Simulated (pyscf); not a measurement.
Four-centre exchange: H₂S (SMILES S) + HS–Zn–SH (SMILES [SH][Zn][SH]) → HS–Zn–SH (SMILES [SH][Zn][SH]) + H₂S (SMILES S)

Gas phase, singlet surface, charge 0. Bonds broken: S1–H7, Zn2–S6. Bonds formed: S1–Zn2, S6–H7. Single points on ωB97X-D3(BJ)/def2-SVP structures (PySCF, gas phase).

Transition state (Å):

```xyz
8

S     -0.5296     1.1893    -0.5197
Zn     0.6264    -0.4935     0.7108
S      2.6182    -1.3700     0.8023
H     -0.8873     0.3353    -1.5011
H      2.2674    -2.2722     1.7410
S     -1.4806    -0.7803     1.8108
H     -1.4403     0.3867     0.6231
H     -1.1815     0.1113     2.7782
```

One imaginary mode, 987i cm⁻¹; descent along it reached the two sides named, in the forms told below.

```
bond    change  reactant side (Å)  saddle  product side
------  ------  -----------------  ------  ------------
S1–H7   breaks              1.348   1.667           3.1
Zn2–S6  breaks              2.197   2.394           2.6
S1–Zn2   forms                2.6   2.384         2.198
S6–H7    forms                3.5   1.666         1.349
```

Electronic energies relative to the separated reactants (kcal/mol):

| level | barrier | reaction energy | reverse barrier |
|---|---|---|---|
| ωB97X-D3(BJ)/def2-TZVP | 3.7 | 0.0 | 3.7 |
| PBE/def2-TZVP | 1.2 | 0.0 | 1.2 |
| r²SCAN/def2-TZVP | 0.9 | 0.0 | 0.9 |
| B3LYP-D3(BJ)/def2-TZVP | 4.3 | 0.0 | 4.3 |
| PBE0-D3(BJ)/def2-TZVP | 1.2 | 0.0 | 1.2 |
| M06-2X/def2-TZVP | 4.1 | 0.0 | 4.1 |
| ωB97M-D3(BJ)/def2-TZVP | 7.2 | 0.0 | 7.2 |
| HF/def2-TZVP | 22.1 | 0.0 | 22.1 |

With ωB97M-D3(BJ)/def2-TZVP energies and thermal terms (ideal gas, 1 atm, RRHO with modes under 100 cm⁻¹ raised to 100, one conformer, R ln 2 for rigid chiral ones), in kcal/mol:

```
T (K)  ΔH‡   ΔG‡   ΔH   ΔG
-----  ---  ----  ---  ---
298    6.1  16.9  0.0  0.0
600    6.6  27.8  0.0  0.0
900    7.4  38.3  0.0  0.0
1200   8.2  48.4  0.0  0.0
```

On the reactant side the descent ends in an adduct with a S–Zn contact, 11.0 kcal/mol under the separated species and 14.7 kcal/mol under the saddle at ωB97X-D3(BJ)/def2-TZVP. On the product side the descent ends in an adduct with a S–Zn contact, 10.7 kcal/mol under the separated species and 14.5 kcal/mol under the saddle at ωB97X-D3(BJ)/def2-TZVP. What is counted as formed (S–Zn) is already present as a longer contact in the reactant adduct; forming that adduct is a step of its own. What is counted as broken (S–Zn) persists as a longer contact in the product adduct; parting that adduct is a step of its own. One saddle was located; it need not be the lowest between these sides. Elements up to Kr have no core potential and no relativistic terms here.
